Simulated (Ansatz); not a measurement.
Predict the output of the script below (the Ansatz DFT code, driven from Python).

Script `run_cas.py`:
```python
# -*- coding: utf-8 -*-
"""Static correlation in CN(-): natural occupations of an active space."""

import ansatz as az

BASIS_SET = "cc-pVDZ"
NET_CHARGE = -1

geometry_ang = [
    ("C", (0.51262, -0.16591, 0.26402)),
    ("N", (-0.51262, 0.16591, -0.26402)),
]
geometry = az.Crystal.molecule()
for symbol, xyz in geometry_ang:
    geometry = geometry.atom(symbol, xyz)

base = (
    geometry.calculation()
    .basis(gaussian=BASIS_SET)
    .charge(NET_CHARGE)  # electrons removed from the neutral system
    .correlation(active_electrons=4, active_orbitals=5)
)
for method in [None, "sc_nevpt2"]:
    summary = (base if method is None else base.correlation(method)).run(threads=1, backend="cpu").report
    space = summary["configurations"]
    state = space["states"][0]
    print(method or "casscf", f"total {summary['free_energy_ev'] / 27.211386246:.6f} Ha, active-space state {state['energy']['hartree']:.6f} Ha, mean field {summary['reference_energy_ev'] / 27.211386246:.6f} Ha")
    print("  determinants", state["n_determinants"], " natural occupations", [round(n, 3) for n in space["natural_occupations"]])
print("effectively unpaired electrons, sum of min(n, 2 - n):", round(sum(min(n, 2 - n) for n in space["natural_occupations"]), 3))
```

```console
$ python run_cas.py
casscf total -92.372748 Ha, active-space state -92.372748 Ha, mean field -92.295495 Ha
  determinants 100  natural occupations [1.939, 1.937, 0.061, 0.06, 0.003]
sc_nevpt2 total -92.568171 Ha, active-space state -92.372748 Ha, mean field -92.295495 Ha
  determinants 100  natural occupations [1.939, 1.937, 0.061, 0.06, 0.003]
effectively unpaired electrons, sum of min(n, 2 - n): 0.247
```

Reading the output:
- Total energies depend on the basis set; only differences at equal settings carry meaning.
- The geometry is a force-field or estimated start, not a minimum of this method, and the basis set is short of its limit. The active space starts as a window about the frontier orbitals and is then optimised, not chosen by chemistry.
- Anions want diffuse functions, which this basis lacks.
- Timing: 3.8 s on 1 thread of Arm Neoverse N1 (shared host), peak memory 0.13 GiB.
